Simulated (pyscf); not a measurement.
Cl• + F–C(Cl)(Cl)–Cl → F–Cl + Cl–C•(Cl)–Cl (atom transfer; doublet surface; C–F broken, Cl–F formed). Structures and frequencies: ωB97X-D3(BJ)/def2-SVP in PySCF. Energies in eV from the separated reactants.

| level | barrier | reaction energy |
|---|---|---|
| PBE/def2-TZVP | 1.46 | +1.59 |
| r²SCAN/def2-TZVP | 1.73 | +1.80 |
| PBE0-D3(BJ)/def2-TZVP | 2.01 | +1.84 |
| M06-2X/def2-TZVP | 2.38 | +1.99 |
| ωB97M-D3(BJ)/def2-TZVP | (withheld) | +1.93 |
| HF/def2-TZVP | (withheld) | (withheld) |

### Question
Fill in the missing entries.

### Answer

- ωB97M-D3(BJ)/def2-TZVP, barrier: 2.29
- HF/def2-TZVP, barrier: 3.24
- HF/def2-TZVP, reaction energy: +2.40

At PBE, r²SCAN this geometry lies under the product side: in single points on another level's saddle the reverse barrier vanishes, and the forward threshold there is about the reaction energy. This is the saddle that the search found; another between the same sides may lie lower. The angle at the transferred F is 180°. Left out: the spin-orbit lowering of Cl.
